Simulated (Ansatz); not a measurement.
Mulliken charges of `[NH2][Mg][Cl]` from B3LYP/def2-TZVPP in Ansatz (PBE0-D4/def2-TZVP geometry).

```tsv
atom	x (Å)	y (Å)	z (Å)	charge (e)
N1	-0.477	-0.081	-0.815	-0.642
Mg2	0.465	0.081	0.797	0.811
Cl3	1.564	0.269	2.674	-0.442
H4	-1.470	0.036	-0.941	0.136
H5	-0.083	-0.305	-1.716	0.136
```

Q: By hand: the dipole of these point charges (1 e Å = 4.8032 D).

A: Σ q r = (-0.219, -0.038, -0.374) e Å, of length 0.435 e Å = 2.09 D.

Q: How does the dipole of the full density compare? (An estimate is asked.)

A: Computed: (-0.237, -0.041, -0.403) e Å, 2.25 D; the point charges give 0.93 times that, at 0° from its direction.

Point charges leave out the atoms' own dipoles, such as those of lone pairs, and Mulliken's split depends on the basis, so the close match here is no proof of good charges.

B3LYP here is the variant with VWN-RPA as its local correlation; programs differ in this.
